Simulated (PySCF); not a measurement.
# Ge2 (Ge2+): the cost of one run

Programs: PySCF 2.14.0, with routines of our own; each step states its level. All values are computed. Atoms count from 0.

## 1. The starting structure

2 atoms, charge 1, multiplicity 4; geometry from: GFN2-xTB.

## 2. Relaxing the molecule at PBE0-D3(BJ)/def2-SVP

What the job is given:

```
{"job": {"xc": "PBE0", "basis": "def2-SVP", "d3": "d3bj", "grid": 1, "maxiter": 30, "shake": 0.01, "kind": "geom"}, "charge": 1, "multiplicity": 4}
Ge     1.224000    -0.029010     0.002010
Ge    -1.206510     0.000190    -0.014130
```

Command:

```console
OMP_NUM_THREADS=1 python heavy_run.py task.json out
```

One launch serves the whole session: the jobs run in the order shown.

Q: Estimate the wall time and peak memory of this first job on 1 thread of Arm Neoverse N1, shared host.

About 14 s, with a peak of 0.3 GiB.
